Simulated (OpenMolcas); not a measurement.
# Si2H5O (SMILES O[SiH][SiH3]): UHF/6-31G(d) (Cartesian functions)

We compute an optimisation with harmonic vibrations of Si2H5O. 

The calculation is run with OpenMolcas 26.06.

1 further run of the same task is left out (set aside as unsound or not needed).

**1. Starting point**

The species is Si2H5O (8 atoms), meant as a doublet with charge 0. As SMILES, `O[SiH][SiH3]`. Geometry: relaxed at PBE0-D4/def2-TZVP. This is one conformer, not always the lowest. The run starts from this shape.

Bond lengths: O1–Si2 1.657 Å, Si2–Si3 2.344 Å, O1–H4 0.959 Å, Si2–H5 1.490 Å, Si3–H6 1.488 Å, Si3–H7 1.491 Å, Si3–H8 1.489 Å. Angles: O1–Si2–Si3 114.2°, O1–Si2–H5 104.7°, Si3–Si2–H5 113.1°, Si2–O1–H4 116.9°, Si2–Si3–H6 108.0°, Si2–Si3–H7 114.5°, Si2–Si3–H8 108.6°, H6–Si3–H7 108.9°, H6–Si3–H8 108.7°, H7–Si3–H8 108.0°.

**2. An optimisation with harmonic vibrations at UHF/6-31G(d) (Cartesian functions)**

Input file mol.input:

```
>>> EXPORT MOLCAS_PRINT=2

&GATEWAY
  BasLib
  $CurrDir
  Coord
  8
  bohr
  O     -1.75555557     1.77331900    -3.24484873
  Si     0.17083124     2.14294943    -0.80313360
  Si     0.59375195    -1.46302597     1.73401269
  H     -3.41265641     1.13081211    -2.89184789
  H      2.60536541     2.99011365    -1.93583544
  H      2.24877409    -0.80653511     3.90984335
  H      1.67032892    -3.70461909     0.40950365
  H     -1.94679585    -2.17072840     2.71667028
  Basis
  6-31Gs
  Group
  NoSym
>>> EXPORT MOLCAS_MAXITER=50
>>> Do While

&SEWARD

&SCF
  UHF
  Spin
  2
  PrOrbitals
  0

&SLAPAF
>>> EndDo
>>> COPY $Project.Opt.xyz $CurrDir/final.xyz
>>> COPY $Project.slapaf.h5 $CurrDir/final.slapaf.h5

&MCKINLEY
```

The basis set 6-31G* is read from a file made from the Basis Set Exchange's data (not shown).

The run is started by

```sh
$ export MOLCAS_MEM=1860
$ pymolcas mol.input > mol.log
```

**Question.** What will come out? Wanted: total energy; dipole moment; HOMO energy; LUMO energy; ⟨S²⟩; lowest harmonic wavenumber; highest harmonic wavenumber; zero-point energy; ideal-gas entropy at 298.15 K and 1 atm.

Computed results:

Level: UHF/6-31G* (Cartesian functions).

```
                                                           quantity             value
                                                       total energy     -655.58893 Eh
                                                      dipole moment            1.47 D
                                 HOMO energy (highest over α and β)          -8.38 eV
                                  LUMO energy (lowest over α and β)           1.40 eV
                                                               ⟨S²⟩             0.756
                                         lowest harmonic wavenumber          104 cm⁻¹
                                        highest harmonic wavenumber         4139 cm⁻¹
                                                  zero-point energy      131.8 kJ/mol
ideal-gas entropy at 298.15 K and 1 atm (symmetry number 1 as used)  74.5 cal/(mol K)
```

At the final geometry: Bond lengths: O1–Si2 1.659 Å, Si2–Si3 2.354 Å, O1–H4 0.947 Å, Si2–H5 1.477 Å, Si3–H6 1.479 Å, Si3–H7 1.479 Å, Si3–H8 1.480 Å. Angles: O1–Si2–Si3 114.0°, O1–Si2–H5 105.9°, Si3–Si2–H5 111.4°, Si2–O1–H4 117.9°, Si2–Si3–H6 108.4°, Si2–Si3–H7 113.2°, Si2–Si3–H8 109.8°, H6–Si3–H7 108.6°, H6–Si3–H8 108.5°, H7–Si3–H8 108.2°. All 18 modes are real, so the shape is a minimum at this level. Mulliken charges run from -0.85 on O1 to +0.55 on Si2; they depend strongly on the basis.
